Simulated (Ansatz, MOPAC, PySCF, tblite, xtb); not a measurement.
Energy landscape of HCl2 (anion, charge -1), singlet: collinear Cl-H-Cl surface. Scanned: Cl-H distance and H-Cl distance.

- GFN2-xTB, 300 K electronic temperature (tblite)
- RHF/aug-cc-pVDZ (PySCF)
- PBE0/aug-cc-pVDZ (PySCF)
- CAM-B3LYP/aug-cc-pVDZ (PySCF)
- RKS-PBE/aug-cc-pVDZ = restricted PBE/aug-cc-pVDZ in Ansatz (a first-principles code)
- MP2 on RHF/aug-cc-pVDZ, 10 core orbitals frozen (PySCF)
- CCSD on RHF/aug-cc-pVDZ, 10 core orbitals frozen (PySCF)
- CCSD(T) on RHF/aug-cc-pVDZ, 10 core orbitals frozen (PySCF)
- PM7, restricted, heats of formation (MOPAC)
- PM3, restricted, heats of formation (MOPAC)
- GFN1-xTB (xtb)
- RKS-B3LYP/6-31G* = restricted B3LYP/6-31G*, spherical d (PySCF 2.14.0)
- RKS-B3LYP/6-311+G** = restricted B3LYP/6-311+G**, spherical d run with PySCF
- RHF/LANL2DZ = restricted Hartree-Fock/LANL2DZ, with its core potentials past Ne (PySCF)
- RKS-LDA (SVWN5)/6-31G* = restricted LDA (SVWN5)/6-31G*, spherical d in PySCF

Energies in kJ/mol at chosen points (x: Cl-H distance (Å); y: H-Cl distance (Å)), relative to x = 1.65, y = 1.52:

| method | (1.52, 2.15) | (2.15, 1.20) | (3.19, 1.20) | (1.65, 1.30) | (3.77, 1.40) | (1.52, 1.65) | (1.30, 1.95) |
|---|---|---|---|---|---|---|---|
| GFN2-xTB | 46.5 | 28.5 | 69.5 | 8.0 | 90.1 | 0.0 | 7.9 |
| RHF | 29.9 | 24.1 | 41.3 | 27.6 | 56.6 | 0.0 | 0.2 |
| PBE0 | 42.7 | 58.0 | 90.7 | 32.8 | 98.4 | 0.0 | 20.6 |
| CAM-B3LYP | 39.0 | 51.8 | 82.2 | 32.6 | 89.5 | 0.0 | 16.8 |
| RKS-PBE/aug-cc-pVDZ | 38.4 | 67.0 | 100.1 | 38.6 | 100.6 | 0.0 | 25.9 |
| MP2 | 40.2 | 46.7 | 76.4 | 29.8 | 86.7 | 0.0 | 13.9 |
| CCSD | 34.9 | 39.9 | 66.2 | 29.3 | 75.0 | 0.0 | 9.5 |
| CCSD(T) | 35.5 | 43.3 | 71.2 | 30.5 | 79.3 | 0.0 | 11.7 |
| PM7 | 56.9 | 41.6 | 71.4 | 11.3 | 86.8 | 0.0 | 13.5 |
| PM3 | 98.0 | 83.4 | 128.2 | 11.2 | 147.4 | 0.0 | 46.5 |
| GFN1-xTB | 47.8 | 15.2 | 45.6 | 1.0 | 68.3 | 0.0 | -1.4 |
| RKS-B3LYP/6-31G* | 35.1 | 54.3 | 91.3 | 36.7 | 104.7 | 0.0 | 18.7 |
| RKS-B3LYP/6-311+G** | 35.6 | 48.5 | 76.4 | 33.5 | 86.2 | 0.0 | 15.9 |
| RHF/LANL2DZ | 30.1 | 41.2 | 77.5 | 37.8 | 94.4 | 0.0 | 10.7 |
| RKS-LDA (SVWN5)/6-31G* | 45.5 | 76.3 | 131.2 | 38.0 | 140.2 | 0.0 | 30.5 |
